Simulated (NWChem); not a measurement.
System: NO anion, triplet

NWChem input:

```
start job
memory heap 200 mb stack 900 mb global 1100 mb
charge -1
geometry units angstroms noautosym nocenter noautoz
  N      0.000000     0.000000    -0.679222
  O      0.000000     0.000000     0.592909
end
basis spherical
  * library 6-31+g*
end
dft
  odft
  mult 3
  xc pbe0
  iterations 150
end
cosmo
  do_cosmo_smd true
  solvent dcm
end
task dft energy
```

Parts of the log:

```
             Northwest Computational Chemistry Package (NWChem) 7.3.0
             --------------------------------------------------------

                             Geometry "geometry" -> ""
                             -------------------------

 Output coordinates in angstroms (scale by  1.889725989 to convert to a.u.)

  No.       Tag          Charge          X              Y              Z
 ---- ---------------- ---------- -------------- -------------- --------------
    1 N                    7.0000     0.00000000     0.00000000    -0.67922200
    2 O                    8.0000     0.00000000     0.00000000     0.59290900

 Effective nuclear repulsion energy (a.u.)      23.2947125288

                                 NWChem DFT Module
                                 -----------------

 Summary of "ao basis" -> "ao basis" (spherical)
 ------------------------------------------------------------------------------
       Tag                 Description            Shells   Functions and Types
 ---------------- ------------------------------  ------  ---------------------
 N                          6-31+g*                  8       18   4s3p1d
 O                          6-31+g*                  8       18   4s3p1d

 in cosmo_initialize ...
 calling solv_data for solv:dcm

 solvent parameters
 solvname_short: dcm
 solvname_long:  dichloromethane
 dielec:        8.9300
 dielecinf:     2.0283
 nonaqueous SMD model solvent descriptors
 dielec:        8.9300
 sola:          0.1000
 solb:          0.0500
 solc:          0.0000
 solg:         39.1500
 solh:          0.6670
 soln:          1.4242

          ---------------
          -cosmo- solvent
          ---------------
 Cosmo: York-Karplus, doi: 10.1021/jp992097l
 dielectric constant -eps-     =   8.93
 screen = (eps-1)/(eps    )    =   0.88802
 surface charge correction     = lagrangian

   van der Waals surface
 --------------------------

 ---------- ATOMIC COORDINATES (A.U.) ------------ VDWR(ANG.) --
     1    0.00000000    0.00000000   -1.28354347     1.890
     2    0.00000000    0.00000000    1.12043555     2.114
 number of segments per atom =        128
 number of   points per atom =        128
 atom (   nspa,  nppa )
 ----------------------
    1 (     80,     0 )       0
    2 (    100,     0 )       0
 number of -cosmo- surface points =      180
 molecular surface =     66.417 angstrom**2
 molecular volume  =     45.584 angstrom**3
 -lineq- algorithm             =   0
 -bem- low  level              =   3
 -bem- from -octahedral-
 gaussian surface charge width =   4.50000
 degree of switching           =   1.00000
 switching function tolerance  =   0.00010
 atomic radii =
 --------------
    1  7.000  1.890
    2  8.000  2.114
 ...... end of -cosmo- initialization ......

 nat:                     2
 ixmem:                   309
 calling mnsol_interface()
 G(SMD-CDS) energy (kcal/mol)  =     1.998
 SMD-CDS SASA (angstrom**2)    =    62.529

            General Information
            -------------------
          SCF calculation type: DFT
          Wavefunction type:  spin polarized.
          No. of atoms     :     2
          No. of electrons :    16
           Alpha electrons :     9
            Beta electrons :     7
          Charge           :    -1
          Spin multiplicity:     3
          Use of symmetry is: off; symmetry adaption is: off
          Maximum number of iterations: 150
          AO basis - number of functions:    36
                     number of shells:    16
          Convergence on energy requested:  1.00D-06
          Convergence on density requested:  1.00D-05
          Convergence on gradient requested:  5.00D-04

              XC Information
              --------------
                         PBE0 Method XC Functional
                     Hartree-Fock (Exact) Exchange  0.250
          PerdewBurkeErnzerhof Exchange Functional  0.750
            Perdew 1991 LDA Correlation Functional  1.000 local
           PerdewBurkeErnz. Correlation Functional  1.000 non-local

[...]

                                COSMO-SMD solvation results
                                ---------------------------

             internal energy in gas <Psi(g)|H|Psi(g)> =      -129.764605999110
         internal energy in solvent <Psi(s)|H|Psi(s)> =      -129.763987256851
                               delta internal energy  =         0.000618742259 (    0.39 kcal/mol)
   total free energy in solvent <Psi(s)|H+V/2|Psi(s)> =      -129.865406172059
 polarization energy contribution <Psi(s)|V/2|Psi(s)> =        -0.101418915208 (  -63.64 kcal/mol)
    total free energy in solvent including G(SMD-CDS) =      -129.862222459577
                       G(SMD-CDS) energy contribution =         0.003183712482 (    2.00 kcal/mol)
     1 M fixed-concentration free energy of solvation =        -0.097616460467 (  -61.26 kcal/mol)

                    DFT Final Alpha Molecular Orbital Analysis
                    ------------------------------------------

 Vector    7  Occ=1.000000D+00  E=-3.510526D-01
              MO Center= -2.7D-11,  4.6D-11, -2.2D-01, r^2= 1.4D+00
   Bfn.  Coefficient  Atom+Function         Bfn.  Coefficient  Atom+Function
  ----- ------------  ---------------      ----- ------------  ---------------
    23     -0.447159  2 O  pz                 5      0.435690  1 N  pz
     6     -0.297860  1 N  s                 27     -0.244592  2 O  pz
     9      0.197555  1 N  pz                 2     -0.144513  1 N  s
    10     -0.127525  1 N  s                 24     -0.116028  2 O  s
     1      0.070151  1 N  s                 20     -0.057572  2 O  s

 Vector    8  Occ=1.000000D+00  E=-1.264273D-01
              MO Center= -5.4D-12, -6.6D-12, -2.3D-01, r^2= 1.4D+00
   Bfn.  Coefficient  Atom+Function         Bfn.  Coefficient  Atom+Function
  ----- ------------  ---------------      ----- ------------  ---------------
     4      0.388702  1 N  py                 3      0.354010  1 N  px
    22     -0.337528  2 O  py                 8      0.308453  1 N  py
    21     -0.307403  2 O  px                 7      0.280924  1 N  px
    26     -0.247968  2 O  py                25     -0.225837  2 O  px
    12      0.195871  1 N  py                11      0.178390  1 N  px

 Vector    9  Occ=1.000000D+00  E=-1.264273D-01
              MO Center= -8.3D-11,  7.5D-11, -2.3D-01, r^2= 1.4D+00
   Bfn.  Coefficient  Atom+Function         Bfn.  Coefficient  Atom+Function
  ----- ------------  ---------------      ----- ------------  ---------------
     3      0.388702  1 N  px                 4     -0.354010  1 N  py
    21     -0.337528  2 O  px                 7      0.308453  1 N  px
    22      0.307403  2 O  py                 8     -0.280924  1 N  py
    25     -0.247968  2 O  px                26      0.225837  2 O  py
    11      0.195871  1 N  px                12     -0.178390  1 N  py

 Vector   10  Occ=0.000000D+00  E= 7.957392D-02
              MO Center= -1.3D-09,  1.2D-09,  3.5D-01, r^2= 6.8D+00
   Bfn.  Coefficient  Atom+Function         Bfn.  Coefficient  Atom+Function
  ----- ------------  ---------------      ----- ------------  ---------------
    10      4.358472  1 N  s                 28     -3.705552  2 O  s
    13      1.600649  1 N  pz                31      1.340458  2 O  pz
     9      0.235910  1 N  pz                 6     -0.190730  1 N  s
    20     -0.130528  2 O  s                  5      0.098737  1 N  pz
    27     -0.088298  2 O  pz                 2     -0.086207  1 N  s

 Vector   11  Occ=0.000000D+00  E= 1.081583D-01
              MO Center= -1.0D-10,  1.8D-10, -1.8D+00, r^2= 5.2D+00
   Bfn.  Coefficient  Atom+Function         Bfn.  Coefficient  Atom+Function
  ----- ------------  ---------------      ----- ------------  ---------------
    13      1.551566  1 N  pz                28     -1.393183  2 O  s
     6      0.625551  1 N  s                 10      0.500155  1 N  s
    31      0.390292  2 O  pz                 9     -0.196341  1 N  pz
     2      0.109882  1 N  s                 20     -0.097124  2 O  s
    23      0.083854  2 O  pz                 1     -0.064078  1 N  s

 Vector   12  Occ=0.000000D+00  E= 1.323195D-01
              MO Center=  1.2D-09, -1.1D-09, -8.6D-01, r^2= 6.4D+00
   Bfn.  Coefficient  Atom+Function         Bfn.  Coefficient  Atom+Function
  ----- ------------  ---------------      ----- ------------  ---------------
    11      0.969208  1 N  px                12     -0.881977  1 N  py
     7     -0.330142  1 N  px                 8      0.300428  1 N  py
     3     -0.175232  1 N  px                 4      0.159461  1 N  py
    29     -0.112876  2 O  px                30      0.102717  2 O  py
    21     -0.029676  2 O  px                22      0.027006  2 O  py

                     DFT Final Beta Molecular Orbital Analysis
                     -----------------------------------------

 Vector    5  Occ=1.000000D+00  E=-3.111981D-01
              MO Center= -7.7D-12,  1.9D-11, -3.9D-01, r^2= 1.5D+00
   Bfn.  Coefficient  Atom+Function         Bfn.  Coefficient  Atom+Function
  ----- ------------  ---------------      ----- ------------  ---------------
     5      0.428417  1 N  pz                23     -0.411230  2 O  pz
     6     -0.327922  1 N  s                 27     -0.221537  2 O  pz
     9      0.210555  1 N  pz                 2     -0.177682  1 N  s
    10     -0.136770  1 N  s                 24     -0.089298  2 O  s
     1      0.087251  1 N  s                 28     -0.075463  2 O  s

[...]
```

Level: PBE0/6-31+G* (spherical d), spin-unrestricted, SMD on the gas-phase geometry. The geometry was optimised at B3LYP/def2-SVPD, spin-unrestricted. No stability test was run on the SCF state. The gas-phase anion has a positive highest level at the geometry level, so the gas reference is doubtful. Solvent: dichloromethane.
